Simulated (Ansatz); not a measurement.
The input, for Ansatz 0.2.0:

```yaml
crystal:
  periodic: [false, false, false]
  atoms:
    - {symbol: Al, position_ang: [0.000000, 0.000000, 0.000000]}
    - {symbol: H, position_ang: [0.000000, 0.000000, 1.604550]}
basis:
  gaussian: {orbitals: cc-pVQZ}
magnetization: {spin_polarized: true, initial_magnetization: 2}
correlation: {method: ccsdt_q, electrons: outside_noble_gas}
```

```sh
$ ansatz run in.yaml --threads 1 --pin off --events-out ev --progress --plain --max-ram 2393MiB
```

Q: Roughly how long does this take on 1 thread of Intel Xeon, shared host, and how much host memory?

A: 90 s wall and 0.96 GiB.

```
969 factors; integrals over basis functions are off by at most 1.7e-7 eV
mean field evaluation 1: about -6595.8659 eV, gradient 5.5e0 eV
mean field evaluation 2: about -6595.8676 eV, gradient 5.5e0 eV
mean field evaluation 4: about -6596.5626 eV, gradient 1.0e0 eV
mean field evaluation 8: about -6596.6219 eV, gradient 1.2e-1 eV
mean field evaluation 16: about -6596.6011 eV, gradient 5.7e-1 eV
mean field evaluation 32: about -6596.6225 eV, gradient 4.3e-6 eV
mean field evaluation 64: about -6593.0783 eV, gradient 2.6e-2 eV
mean field -6596.62249645 eV, -242.4214053932 hartree, gradient 4.3e-6 eV, S^2 2.007778; 2 other end points of the search recorded, 0 dependent functions left out
5 core orbitals not correlated: weight in the atoms' cores, before any rotation towards them, 1.000 or more for the frozen orbitals, at most 0.000 for the correlated occupied ones
reference -6596.62249645 eV, -242.4214053932 hartree; 3, 1 occupied and 81, 83 virtual orbitals, 969 factors
second order -1.21278923 eV of doubles, -0.00000000 eV of singles
cycle   1  -1.43321394 eV  change   -2.2e-1 eV  update   5.2e-2
cycle   2  -1.61840064 eV  change   -1.9e-1 eV  update   2.9e-2
cycle   3  -1.62919534 eV  change   -1.1e-2 eV  update   1.2e-2
cycle   4  -1.63861740 eV  change   -9.4e-3 eV  update   6.9e-3
cycle   5  -1.64154227 eV  change   -2.9e-3 eV  update   2.8e-3
cycle   6  -1.64040997 eV  change    1.1e-3 eV  update   1.1e-3
cycle   7  -1.64067846 eV  change   -2.7e-4 eV  update   3.9e-4
cycle   8  -1.64097957 eV  change   -3.0e-4 eV  update   1.2e-4
cycle   9  -1.64096145 eV  change    1.8e-5 eV  update   3.9e-5
cycle  10  -1.64094412 eV  change    1.7e-5 eV  update   1.3e-5
cycle  11  -1.64094493 eV  change   -8.1e-7 eV  update   5.4e-6
cycle  12  -1.64094772 eV  change   -2.8e-6 eV  update   2.4e-6
cycle  13  -1.64094876 eV  change   -1.0e-6 eV  update   8.4e-7
cycle  14  -1.64094814 eV  change    6.2e-7 eV  update   3.6e-7
cycle  15  -1.64094793 eV  change    2.1e-7 eV  update   1.0e-7
perturbative correction -0.00073686 eV, -0.0000270793 hartree
Total energy: -6598.26418124 eV, -242.4817361965 hartree
```

For the same geometry and basis full CI lies 1.0 meV higher.
